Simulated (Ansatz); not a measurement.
Relaxing RbTi

All numbers below come from DFT PBE, scalar-relativistic, plane waves, PAW (Ansatz 0.2.0). Cutoff 420 eV, Γ-centred k mesh, Gaussian smearing, no spin polarisation in the final step.

RbTi was placed on the sites of a reported LiPd cell (P-6m2, No. 187), with Rb in place of Li, Ti in place of Pd, at a guessed volume.

```
CELL_PARAMETERS angstrom
3.54766 0.00000 0.00000
-1.77383 3.07236 0.00000
0.00000 0.00000 5.31956
ATOMIC_POSITIONS crystal
Rb 0.66667 0.33333 0.00000
Ti 0.00000 0.00000 0.50000
```

Cell and atoms relax at zero pressure; the relaxation can't lower the symmetry of the start.

The zero of energy is the elements' standard structures at the same level; no fitted shifts are applied.

Question: Describe the relaxed structure.

Answer: It keeps P-6m2 (No. 187), but not the shape of the type it started on. Conventional cell: a = 3.233 Å, c = 6.669 Å. Rb is coordinated by 6 Rb at 3.23 Å and 6 Ti at 3.82 Å; around Ti lie 6 Ti at 3.23 Å and 6 Rb at 3.82 Å.

```
Rb Ti
1.0
     3.23326    0.00000    0.00000
    -1.61663    2.80008    0.00000
     0.00000    0.00000    6.66911
Rb Ti
1 1
Direct
  0.66667 0.33333 0.00000
  0.00000 0.00000 0.50000
```

Question: What are its volume, energy, density and gap?

Answer: The volume per atom is 30.19 Å³ and the density is 3.67 g/cm³. The energy over the elements is 1.38 eV/atom and the gap on the 18×18×10 mesh is 0 eV (a metal).

The final run used a 18×18×10 mesh on its 2-atom cell and 0.10 eV smearing. For metals, differences of a few meV/atom aren't resolved. A structure relaxed within its symmetry needn't be a true minimum.

Cost: 2 runs of about 4.4 core-minutes in all, on Arm Neoverse V1 (shared hosts).